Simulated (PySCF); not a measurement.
Gas-phase reaction: 2 H₂SiNH + 5 Si = 2 Si₂N + c-Si₃H₆

Computed with PySCF (xtb for GFN2) and rigid-rotor harmonic-oscillator thermochemistry at 1 bar. † marks an energy on the PBE0/def2-TZVP geometry and frequencies; other levels use their own. Open shells (unrestricted): Si (multiplicity 3, electronic degeneracy 9), Si₂N (multiplicity 2, electronic degeneracy 4); the rest are closed-shell singlets. GFN2 has no spin-polarisation term. Spin-orbit splitting is ignored; it lowers the true energy and changes the entropy of Si, Si₂N. B3LYP is the form with VWN-RPA correlation. H₂SiNH, c-Si₃H₆: computed as isolated molecules; such fragments, hydroxides, amides, oligomers or adducts are transient or little studied in the gas. The harmonic model lacks anharmonicity and excited electronic states, which grow with temperature; levels with a mode under 35 cm⁻¹ are left out.

```json
[
 {"level": "B3LYP/def2-TZVP†", "ΔE electronic, kJ": "-1521", "ΔH°(298 K), kJ": "-1532", "ΔS°(298 K), J/K": "-508", "ΔG°(600 K), kJ": "-1227"},
 {"level": "BLYP/def2-TZVP†", "ΔE electronic, kJ": "-1519", "ΔH°(298 K), kJ": "-1530", "ΔS°(298 K), J/K": "-508", "ΔG°(600 K), kJ": "-1226"},
 {"level": "GFN2-xTB", "ΔE electronic, kJ": "-1373", "ΔH°(298 K), kJ": "-1386", "ΔS°(298 K), J/K": "-490", "ΔG°(600 K), kJ": "-1093"},
 {"level": "M06-2X/def2-TZVP†", "ΔE electronic, kJ": "-1598", "ΔH°(298 K), kJ": "-1609", "ΔS°(298 K), J/K": "-508", "ΔG°(600 K), kJ": "-1304"},
 {"level": "PBE/def2-SVP", "ΔE electronic, kJ": "-1601", "ΔH°(298 K), kJ": "-1610", "ΔS°(298 K), J/K": "-507", "ΔG°(600 K), kJ": "-1307"},
 {"level": "PBE/def2-TZVP†", "ΔE electronic, kJ": "-1591", "ΔH°(298 K), kJ": "-1602", "ΔS°(298 K), J/K": "-508", "ΔG°(600 K), kJ": "-1298"},
 {"level": "PBE0/def2-QZVP†", "ΔE electronic, kJ": "-1551", "ΔH°(298 K), kJ": "-1561", "ΔS°(298 K), J/K": "-508", "ΔG°(600 K), kJ": "-1257"},
 {"level": "PBE0/def2-SVP†", "ΔE electronic, kJ": "-1556", "ΔH°(298 K), kJ": "-1567", "ΔS°(298 K), J/K": "-508", "ΔG°(600 K), kJ": "-1263"},
 {"level": "r2SCAN/def2-TZVP†", "ΔE electronic, kJ": "-1587", "ΔH°(298 K), kJ": "-1597", "ΔS°(298 K), J/K": "-508", "ΔG°(600 K), kJ": "-1293"},
 {"level": "ωB97M-V/def2-TZVP†", "ΔE electronic, kJ": "-1572", "ΔH°(298 K), kJ": "-1583", "ΔS°(298 K), J/K": "-508", "ΔG°(600 K), kJ": "-1279"},
 {"level": "ωB97X-V/def2-TZVP†", "ΔE electronic, kJ": "-1579", "ΔH°(298 K), kJ": "-1590", "ΔS°(298 K), J/K": "-508", "ΔG°(600 K), kJ": "-1285"}
]
```
ΔH° is lowest at PBE/def2-SVP and highest at GFN2-xTB. No reference value is set beside these.
